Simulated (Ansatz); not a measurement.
For rock-salt NaI, PBE+SOC in Ansatz (PAW) gives:

- equilibrium lattice constant a: 6.533 Å
- bulk modulus B0: 15.0 GPa
- band gap at the measured cell: 3.31 eV

Question: What does r²SCAN+SOC in Ansatz (plane waves, PAW) give for the same quantities?

Answer: 
- lattice constant a: 6.463 Å (drops by 1.1 %)
- bulk modulus: 17.1 GPa (grows by 14 %)
- band gap at the measured cell: 4.10 eV (goes up by 0.79 eV)

For comparison: lattice constant a 6.409 Å (measured, low temperature, not corrected to a static lattice; as tabulated in Doll and Stoll (1998), arXiv:cond-mat/9801031); bulk modulus 17.9 GPa (measured, 4 K, no zero-point or thermal correction; as tabulated in Doll and Stoll (1998), arXiv:cond-mat/9801031); band gap 5.9 eV (measured, temperature not stated, not corrected to a static lattice; as tabulated in Abedi et al. (2022), arXiv:2211.14644).

Changes are worked out from the printed values.

Unless a cell is named, each level is at its own relaxed cell (PBE+SOC 34.85, r²SCAN+SOC 33.74 Å³/atom).

Density-functional gaps are differences of (generalised) Kohn–Sham levels.

Ansatz's density-functional and Hartree–Fock values are scalar-relativistic unless marked +SOC, with PAW data made under PBE.

Ansatz is a program for electronic structure.
